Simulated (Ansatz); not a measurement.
# Basis-set limit of AuSiH3, triplet

```xyz
5

Au   -0.3188    0.0021    0.0018
Si    1.9697   -0.0127   -0.0110
H     2.4639   -1.4148   -0.0088
H     2.4842    0.6879    1.1951
H     2.4705    0.6792   -1.2279
```

Connectivity, by distances: Au–SiH3.

Ansatz 0.2.0, UHF determinant, valence electrons correlated, core potentials past Kr. Energies in eV.

```json
{"set": "def2-TZVPP", "X": "3", "functions": "140", "Hartree–Fock": "-11575.4464", "MP2 correlation": "-13.9090", "CCSD(T) correlation": "-14.2523", "time": "21 s on 1 × NVIDIA H100 80GB HBM3 with 1 thread of AMD EPYC 7R13 Processor (Zen 3), with other jobs on the host"}
{"set": "def2-QZVPP", "X": "4", "functions": "248", "Hartree–Fock": "-11575.7501", "MP2 correlation": "-14.8305", "CCSD(T) correlation": "-15.1291", "time": "41 s on 1 × NVIDIA H100 80GB HBM3 with 1 thread of AMD EPYC 7R13 Processor (Zen 3) (shared host)"}
```

Hartree–Fock is taken to follow E(X) = E∞ + A·exp(−7.88·√X), correlation E(X) = E∞ + B·X^−2.97.

Cautions: no spin-orbit coupling; outer-core shells of the metal frozen; another spin lies lower.

Task: Work out the CCSD(T) energy at the limit, and how far the shortcut misses it that extrapolates MP2 and adds CCSD(T) minus MP2 from the smaller set.

Result: Hartree–Fock: E∞ = E4 + 0.1377·(E4 − E3) = -11575.7919. Correlation: E∞ = E4 + 0.7407·(E4 − E3) = -15.7785 for CCSD(T) and -15.5132 for MP2. The limit is -11591.5704 eV, 0.691 eV below def2-QZVPP. The shortcut gives a correlation energy of -15.5132 + (-0.3434) = -15.8565, 78 meV lower than the direct value.

Past Ne part of the Hartree–Fock step between the two sets comes from the cores, which don't follow the formula, so the 42 meV that it adds to the total can overshoot; that part largely cancels in differences.

The exponents were fitted on light atoms, and def2 sets of heavy atoms don't grow evenly, so the limit is rough here.
